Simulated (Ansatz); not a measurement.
**Zirconium, hcp: convergence with Methfessel-Paxton smearing**

Computed with Ansatz, PBE, scalar-relativistic PAW, on the relaxed cell (a = 3.232 Å, c = 5.174 Å (c/a = 1.601); spin not included). Errors count from a run at 420 eV on a Γ-centred 18×18×10 mesh with Fermi-Dirac smearing of 0.1 eV, extrapolated to zero width. Fixed here: cutoff 420 eV, mesh 11×11×6. The SCF starts from atomic densities corrected by a trained network.

```tsv
width (eV)	E(σ→0) error (meV/atom)	F error (meV/atom)	P (GPa)	SCF iterations
0.01	-1.1	-1.1	-0.05	5
0.03	-1.1	-1.1	-0.09	5
0.1	-1.0	-0.8	-0.14	5
0.2	-0.1	0.4	-0.13	5
0.3	0.5	1.5	-0.11	5
0.6	4.4	11.5	-0.28	5
1.0	21.3	29.0	-0.28	5
```
